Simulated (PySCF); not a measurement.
Compound: HF.
SMILES with atom numbers: `[FH:1]` (hydrogens: H2 on F1)

Method used: core-valence-separated Tamm–Dancoff BHandHLYP/aug-pcX-1 (pcseg-1 on H) in PySCF, non-relativistic, gas phase, PBE0-D3(BJ)/def2-SVP geometry. No empirical shift is added; at this level the pattern usually sits a few eV under experiment.

Task: Give energies, oscillator strengths and core holes at the F K edge.

Result: 
```
E (eV)       f  core hole on                 main final orbital     polarisation
683.98  0.0277            F1                        LUMO (92 %)   along the axis
688.59  0.0250            F1  LUMO+2/LUMO+3 (2 roots, f summed)  across the axis
688.74  0.0090            F1                      LUMO+1 (92 %)   along the axis
694.07  0.0046            F1                      LUMO+4 (88 %)   along the axis
696.81  0.0088            F1                      LUMO+5 (86 %)   along the axis
```

The first line with a tenth or more of the strongest one's intensity is at 683.98 eV (f = 0.028), with the hole on F1 (fluorine bonded to H), polarised along the axis. It is also the strongest listed.

Roots within 0.03 eV whose holes lie on the same, on equivalent or on shared atoms are summed into one line, and the highest roots are left out, as the search may have cut off their partners. Final orbitals are the ground state's empty Kohn–Sham orbitals.

Task: What length of transition dipole belongs to the line at 683.98 eV?

Result: From f = (2/3) ΔE |μ|² in atomic units, with ΔE = 25.136 Eh and f = 0.0277: |μ| = 0.041 au = 0.10 D.

The ionisation thresholds weren't computed; near and above them a finite basis only mimics Rydberg series and continuum.

Cost: under 1 s of CPU time on one thread; the machine was shared, so the figure is rough.
